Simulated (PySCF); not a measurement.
## Vibration and rotation of SiH

UHF-CCSD(T) constants of SiH, ²Π (doublet), unpaired electrons π ↑ (basis Si 6-311G(d,p), H 6-311G(d,p); no relativity; PySCF 2.14; masses 27.9769 and 1.0078 u):

```
ωe           : 2059.6 cm⁻¹
ωexe         : 36.9 cm⁻¹
Be           : 7.4615 cm⁻¹
αe           : 0.215 cm⁻¹
De to Si + H : 2.97 eV
```

Problem. What force constant and bond length do these constants imply?

Solution. Reduced mass μred = 0.97278 u; k = 5.8918×10⁻⁷·μred·ωe² (u, cm⁻¹, mdyn/Å) = 2.43 mdyn/Å; Re = √(16.8576/(μred·Be)) (u, cm⁻¹, Å) = 1.524 Å.

Problem. Estimate the centrifugal constant D from the Kratzer relation and find the Dunham coefficient a1.

Solution. D = 4Be³/ωe² = 0.000392 cm⁻¹; a1 = −1 − αeωe/(6Be²) = -2.33.

Correlated steps freeze 5 core orbitals. The state was picked by a PBE0 search and need not be the measured ground state.
